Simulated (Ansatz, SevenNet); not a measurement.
Lattice constant a (Å) of solids drawn from the class of elemental solids other than molecular ones, at two levels: the machine-learned potential SevenNet-l3i5 (trained on PBE and PBE+U data), and r²SCAN in Ansatz (plane waves, PAW).

```tsv
solid	SevenNet-l3i5	r²SCAN	shift (%)
bcc Ba	5.058	5.070	+0.24
bcc Mo	3.171	3.151	-0.63
fcc Au	4.170	4.125	-1.08
bcc Ta	3.322	3.305	-0.51
fcc Pb	5.039	4.994	-0.89
fcc Ag	4.165	4.104	-1.46
diamond	3.571	3.560	-0.31
bcc Li	3.426	3.477	+1.49
fcc Cu	3.613	3.577	-1.00
bcc Na	4.188	4.223	+0.84
```

The shifts run from -1.46 % to +1.49 %, with a median of -0.57 %.

Of 10 rows, r²SCAN is the larger in 3 and the smaller in 7.

Ansatz's runs of these crystals have no spin polarisation.

Spin–orbit coupling is left out, also for the solids with elements from indium on (bcc Ba, fcc Au, bcc Ta, fcc Pb); its size isn't shown.

Ansatz's density-functional and Hartree–Fock values are scalar-relativistic unless marked +SOC, with PAW data made under PBE.

Ansatz is a program for electronic structure.
